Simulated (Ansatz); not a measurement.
Born–Oppenheimer molecular dynamics of H6OSi2 (9 atoms, charge 0, multiplicity 1). It goes on from the last frame of an earlier run, with new velocities.

Computed with RKS LDA/def2-SVP in Ansatz.

```
ensemble                      : NVE (velocity Verlet)
time step                     : 0.5 fs
steps asked                   : 250
starting velocities drawn for : 3000 K
seed                          : 743073
```

Frames 10 fs apart, positions in Å, forces in eV/Å.

Velocities at 0 fs (Å/ps):

```
Si -1.63 4.38 -12.95
Si -0.67 -0.58 12.52
H 12.12 8.69 -69.37
H 18.79 -45.50 106.84
H 58.72 -21.25 3.69
O 5.05 5.83 -2.48
H -40.14 -20.96 23.09
H -9.12 -75.57 -55.82
H -56.65 -43.86 42.98
```

```xyz
9
Properties=species:S:1:pos:R:3:forces:R:3 time_fs=0 energy_less_start_eV=0.000 T=3000
Si -0.029 -0.081 -0.092 0.07 -0.62 0.34
Si -0.005 -0.033 2.249 -0.10 -0.68 -0.42
H -1.444 -0.145 2.718 0.20 0.24 0.07
H 0.807 -1.104 2.949 -0.07 0.07 -0.12
H 0.674 1.266 2.463 0.01 0.48 0.41
O 1.492 0.044 -0.756 0.40 -0.17 -0.13
H 2.309 -0.450 -0.509 -0.92 0.24 0.01
H -0.852 1.073 -0.474 0.01 0.94 -0.15
H -0.987 -1.100 -0.666 0.40 -0.51 -0.02
9
Properties=species:S:1:pos:R:3:forces:R:3 time_fs=10 energy_less_start_eV=1.196 T=1680
Si -0.054 -0.070 -0.206 -1.29 0.31 0.72
Si 0.021 -0.055 2.369 -0.75 0.79 -1.68
H -1.586 0.078 2.295 1.30 0.19 0.75
H 0.525 -1.040 3.408 -0.30 -0.41 -0.53
H 0.994 1.078 2.669 -0.69 0.30 0.17
O 1.528 0.097 -0.787 -1.09 -0.75 0.00
H 1.914 -0.645 -0.280 0.90 0.02 -0.08
H -1.014 0.920 -1.105 1.15 -0.72 1.29
H -0.941 -1.366 -0.203 0.77 0.28 -0.64
9
Properties=species:S:1:pos:R:3:forces:R:3 time_fs=20 energy_less_start_eV=1.558 T=1283
Si -0.087 -0.068 -0.280 2.72 -2.85 2.60
Si 0.045 -0.052 2.428 0.08 -0.49 0.27
H -1.292 0.520 2.518 -1.18 0.30 0.34
H -0.071 -1.387 3.571 0.38 1.63 -1.86
H 0.821 1.124 3.083 0.01 -0.67 -0.31
O 1.517 0.097 -0.807 -1.25 0.51 -0.29
H 2.010 -0.549 -0.294 0.78 -0.45 0.32
H -0.800 0.819 -1.151 -1.08 0.74 -0.43
H -0.334 -1.655 -0.204 -0.47 1.28 -0.64
9
Properties=species:S:1:pos:R:3:forces:R:3 time_fs=30 energy_less_start_eV=1.426 T=1432
Si -0.054 -0.114 -0.286 0.87 0.63 2.06
Si 0.035 -0.028 2.462 -1.56 4.59 -2.90
H -1.207 0.876 2.926 0.37 -0.84 -0.66
H -0.300 -1.244 2.909 -0.61 -3.75 1.56
H 0.816 0.877 3.323 1.23 -0.11 0.08
O 1.475 0.086 -0.817 -0.63 1.44 -1.20
H 2.305 -0.224 -0.502 1.14 -0.58 0.73
H -0.975 0.841 -1.024 0.16 -0.03 0.35
H -0.282 -1.474 -0.700 -0.97 -1.34 -0.02
9
Properties=species:S:1:pos:R:3:forces:R:3 time_fs=40 energy_less_start_eV=1.327 T=1539
Si 0.004 -0.180 -0.232 -2.54 0.86 0.92
Si -0.017 0.041 2.442 0.49 -2.75 -0.81
H -1.192 0.842 3.031 0.51 -0.20 -0.24
H -0.400 -1.642 2.561 0.41 2.15 0.29
H 1.400 0.217 3.264 -1.51 -0.04 -0.95
O 1.469 0.121 -0.865 0.18 0.17 -0.84
H 2.380 0.074 -0.554 0.02 -0.10 0.35
H -1.134 0.955 -0.598 1.39 -0.85 0.23
H -0.766 -1.409 -0.981 1.06 0.74 1.04
9
Properties=species:S:1:pos:R:3:forces:R:3 time_fs=50 energy_less_start_eV=1.244 T=1629
Si 0.025 -0.217 -0.125 1.36 0.43 0.99
Si -0.054 0.057 2.376 1.00 -3.68 -2.82
H -1.044 0.842 3.012 -0.76 1.35 0.86
H -0.475 -1.417 2.575 -0.44 0.42 0.16
H 1.311 -0.401 2.682 0.84 0.82 0.90
O 1.481 0.164 -0.953 0.12 -0.59 1.38
H 2.270 0.283 -0.349 -0.95 -0.25 -0.72
H -0.744 0.948 -0.244 -1.58 1.77 -0.80
H -0.808 -1.327 -0.706 0.41 -0.27 0.05
9
Properties=species:S:1:pos:R:3:forces:R:3 time_fs=60 energy_less_start_eV=0.791 T=2129
Si 0.057 -0.194 0.003 -0.13 3.46 -2.45
Si -0.072 -0.003 2.251 0.07 0.18 2.20
H -0.693 1.258 3.116 0.74 -1.18 -1.28
H -0.877 -1.232 2.730 0.29 0.40 -0.15
H 1.383 -0.244 2.685 -0.36 0.11 0.27
O 1.453 0.168 -0.993 -0.03 -0.42 3.03
H 2.103 0.415 -0.256 -0.35 -0.22 -1.44
H -0.797 1.163 -0.351 0.19 -1.57 0.13
H -0.523 -1.462 -0.405 -0.42 -0.76 -0.30
9
Properties=species:S:1:pos:R:3:forces:R:3 time_fs=70 energy_less_start_eV=1.222 T=1655
Si 0.086 -0.106 0.054 -1.53 -2.64 -3.54
Si -0.066 -0.077 2.174 -0.53 0.71 4.56
H -0.046 1.394 2.536 -0.82 0.28 -0.01
H -1.389 -0.842 2.963 1.85 0.94 -1.22
H 1.246 -0.038 2.992 -0.26 -1.03 -0.32
O 1.385 0.137 -0.921 2.04 1.06 0.45
H 2.245 0.568 -0.624 -1.38 -0.63 -0.34
H -1.124 0.606 -0.598 0.46 -0.15 0.42
H -0.247 -1.707 -0.143 0.17 1.45 0.02
9
Properties=species:S:1:pos:R:3:forces:R:3 time_fs=80 energy_less_start_eV=1.531 T=1313
Si 0.070 -0.080 0.005 -0.85 -2.56 0.56
Si -0.048 -0.095 2.210 3.18 3.22 -0.50
H 0.000 1.481 2.038 0.06 -0.45 1.18
H -1.273 -0.369 2.697 -3.45 -0.88 1.19
H 1.029 -0.588 3.115 0.25 -0.05 -0.07
O 1.381 0.133 -0.839 2.26 0.81 -1.56
H 2.149 0.673 -1.056 -0.21 0.35 0.26
H -1.223 0.158 -0.584 -1.02 1.08 -0.54
H -0.022 -1.529 -0.042 -0.22 -1.52 -0.53
9
Properties=species:S:1:pos:R:3:forces:R:3 time_fs=90 energy_less_start_eV=0.764 T=2161
Si 0.012 -0.155 -0.056 -0.31 -1.45 -1.09
Si -0.009 -0.047 2.279 -2.45 1.78 -0.35
H 0.081 1.565 2.456 0.44 -1.50 0.47
H -1.665 -0.160 2.543 1.92 -0.19 -0.17
H 0.780 -1.120 3.017 -0.04 0.55 0.00
O 1.486 0.174 -0.831 -1.03 -0.46 0.51
H 1.784 0.999 -1.220 -0.05 0.73 -0.07
H -1.460 0.367 -0.673 1.83 -0.22 0.61
H 0.021 -1.700 -0.311 -0.31 0.75 0.09
9
Properties=species:S:1:pos:R:3:forces:R:3 time_fs=100 energy_less_start_eV=0.760 T=2164
Si -0.028 -0.273 -0.129 3.85 -0.87 0.52
Si -0.004 0.036 2.337 -1.69 -2.20 -1.37
H 0.487 1.095 3.227 0.17 0.77 0.00
H -1.591 -0.166 2.380 1.05 0.35 0.39
H 0.533 -1.272 2.918 -0.06 0.29 -0.09
O 1.555 0.249 -0.828 -2.29 -1.71 1.17
H 1.213 1.109 -1.067 0.29 1.46 -0.65
H -0.960 0.707 -0.606 -1.20 0.76 -0.64
H -0.235 -1.763 -0.646 -0.13 1.15 0.66
9
Properties=species:S:1:pos:R:3:forces:R:3 time_fs=110 energy_less_start_eV=1.594 T=1242
Si 0.025 -0.360 -0.193 1.07 5.04 1.71
Si -0.020 0.087 2.361 2.13 -1.44 -0.08
H 0.878 0.596 3.643 -0.87 0.30 -1.69
H -1.427 0.020 2.595 -1.62 0.41 0.52
H 0.304 -1.322 2.797 -0.06 -0.42 -0.08
O 1.483 0.306 -0.789 -0.03 -1.98 0.19
H 1.186 1.187 -1.029 -0.01 0.74 -0.36
H -0.777 0.911 -0.678 -0.35 -1.07 0.27
H -0.601 -1.559 -0.629 -0.28 -1.58 -0.48
```

Of the whole run (125 fs, mean temperature of the second half 1667 K): The conserved energy stayed within 0.79 meV per atom of its start (net change 0.41 meV per atom), so the integration is sound. Over the second half the temperature averaged 0.56 of the 3000 K drawn at the start: a run that starts near a minimum puts about half its kinetic energy into the potential. A run of 0.12 ps of so small a system gives no equilibrium averages.

The run took 3.1 min on 2 threads of Intel(R) Xeon(R) Platinum 8259CL CPU @ 2.50GHz (Skylake/Cascade Lake), with other jobs on the host, peak memory 0.16 GiB.
